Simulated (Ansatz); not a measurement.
Consider the atomization: `C=CN1C=C1` → 4 C• + 5 H• + N•.

Calculated with Ansatz (gas phase, PBE0-D4/def2-TZVP geometries, no zero-point term in ΔE). CCSD(T)/CBS adds triple-zeta CCSD(T) − MP2 to the extrapolated MP2 energy (def2 sets, frozen cores). This one scheme is used for every species, atoms too. Functionals use def2-TZVPP. Open shells (•) are unrestricted, without spin–orbit coupling. Spin–orbit coupling would lower the free atoms: a little for C. One conformer a species, not always the lowest.

Question: What is ΔE at CCSD(T)/CBS? (Estimate.)

Answer: The calculation gave: +42.18 eV.

Question: What do these levels give: PBE-D4, r2SCANh-D4, BLYP, r2SCAN, CCSD/def2-TZVPP, MP2/CBS(def2)? (An estimate is asked.)

Answer: The calculation gave: PBE-D4 44.15, r2SCANh-D4 42.04, BLYP 42.30, r2SCAN 42.36, CCSD/def2-TZVPP 40.04, MP2/CBS(def2) 43.21 eV.

Largest T1 diagnostic among the species: 0.012.

The D4 term adds +0.31 eV with B3LYP and +0.16 eV with PBE0; it sums over pairs of atoms, weighted by their polarisabilities, and B3LYP, whose exchange is more repulsive, gets the larger term. From r2SCAN to r2SCAN0 (25 % exact exchange), in def2-TZVPP and without D4, ΔE moves by −0.90 eV: exact exchange takes away binding that semilocal exchange gives to molecules. Leaving LDA and LC-ωPBE aside and taking each functional with its dispersion term where it has one, the values, not all of them listed here, spread over 3.53 eV, from BHLYP-D4 to PBE-D4. LDA lies +5.67 eV from PBE without D4, its usual overbinding.

B3LYP here is the variant with VWN-RPA as its local correlation; programs differ in this.

For atomizations the MP2-based limit and the directly extrapolated one differ by several kJ/mol either way, and by 10 to 25 for some Ge, Se and Sn compounds, so smaller differences from it don't rank the levels.
